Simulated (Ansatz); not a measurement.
# H5N: the cost of one run

Method: the levels named in each step, in Ansatz 0.2.0.

### 1 The system as given

Bond lengths: N1–H4 1.013 Å, N1–H5 1.013 Å, N1–H6 1.013 Å. Angles: H4–N1–H5 107.6°, H4–N1–H6 107.6°, H5–N1–H6 107.6°.

As a file:

```xyz
6

N     0.1080    0.1228   -0.2700
H    -0.7459   -1.5682    1.9486
H    -1.0627   -1.6087    2.6584
H    -0.1738    0.5224    0.6172
H     1.0223    0.4946   -0.4971
H    -0.5401    0.4537   -0.9745
```

### 2 A rough first relaxation, PBE-D4/def2-SVP

This run stands in another session on the same molecule. It ended at:

```xyz
6

N    -0.0270    0.1854    0.0603
H    -0.6907   -1.3378    1.7637
H    -0.9137   -1.8233    2.3274
H    -0.0935    1.1574    0.3935
H     0.9415    0.0821   -0.2737
H    -0.6088    0.1527   -0.7886
```

### 3 Relaxation, PBE0-D4/def2-TZVPP

This run stands in another session on the same molecule. It ended at:

```xyz
6

N    -0.0064    0.2625   -0.0006
H    -0.7361   -1.4398    1.8793
H    -0.9437   -1.9232    2.4129
H    -0.0635    1.2222    0.3152
H     0.9475    0.1070   -0.3004
H    -0.5900    0.1879   -0.8239
```

### 4 Frequencies, PBE0-D4/def2-TZVPP

Input file input.yaml:

```yaml
crystal:
  periodic: [false, false, false]
  atoms:
    - { symbol: "N", position_ang: [-0.00643187, 0.26248027, -0.00056986] }
    - { symbol: H, position_ang: [-0.73605032, -1.43982536, 1.87931806] }
    - { symbol: H, position_ang: [-0.94368682, -1.92324996, 2.41289503] }
    - { symbol: H, position_ang: [-0.06347894, 1.22220598, 0.31518349] }
    - { symbol: H, position_ang: [0.94748589, 0.10701426, -0.30036598] }
    - { symbol: H, position_ang: [-0.59003793, 0.18785482, -0.82387072] }
basis:
  gaussian: { orbitals: def2-TZVPP }
hamiltonian:
  xc: pbe0
  dispersion: d4
phonons: {}
```

Started as:

```console
ansatz run input.yaml --threads 2 --pin off --max-ram 5120MiB --backend cpu --events-out ev --progress --plain --runs-dir out
```

Q: Estimate wall time and peak memory on 2 threads of Intel Xeon Platinum 8175M at 2.50GHz (Skylake/Cascade Lake), shared host.

About 25 s, with a peak of 0.14 GiB.
